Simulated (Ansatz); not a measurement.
One change: `[AlH2][NH][AlH2]` becomes `C[NH][AlH2]`.

Ansatz, PBE0-D4/def2-TZVP geometries, multiplicity 1. 

| property | `[AlH2][NH][AlH2]` |
| --- | --- |
| size of the dipole moment (PBE/def2-TZVPP) / D | 0.97 |
| HOMO energy (B3LYP/def2-TZVPP) / eV | -7.88 |
| LUMO energy (PBE0/def2-TZVPP) / eV | -1.09 |
| ideal-gas entropy at 298 K and 1 bar (rigid rotor, harmonic PBE0-D4/def2-TZVP) / J/(mol·K) | 306 |
| size of the dipole moment (ωB97M-V/def2-TZVPP) / D | 0.96 |
| LUMO energy (B3LYP/def2-TZVPP) / eV | -1.30 |

Task: Give the same properties after the change, and the shifts. (Best estimate.)

Result: Ansatz gave: 
```tsv
property	`C[NH][AlH2]`	shift
size of the dipole moment (PBE/def2-TZVPP) / D	1.37	0.40
HOMO energy (B3LYP/def2-TZVPP) / eV	-6.67	1.21
LUMO energy (PBE0/def2-TZVPP) / eV	-0.67	0.42
ideal-gas entropy at 298 K and 1 bar (rigid rotor, harmonic PBE0-D4/def2-TZVP) / J/(mol·K)	292	-14
size of the dipole moment (ωB97M-V/def2-TZVPP) / D	1.20	0.24
LUMO energy (B3LYP/def2-TZVPP) / eV	-0.88	0.42
```

With PBE0 the HOMO rises by 1.25 eV and the LUMO rises by 0.42 eV, so the gap narrows by about 0.83 eV. PBE moves the HOMO by 1.26 eV and ωB97M-V by 1.24 eV. The zero-point energy changes by 65.3 kJ/mol with +3 modes. Dipoles are sizes alone; their direction can turn.

B3LYP here is the variant with VWN-RPA as its local correlation; programs differ in this.
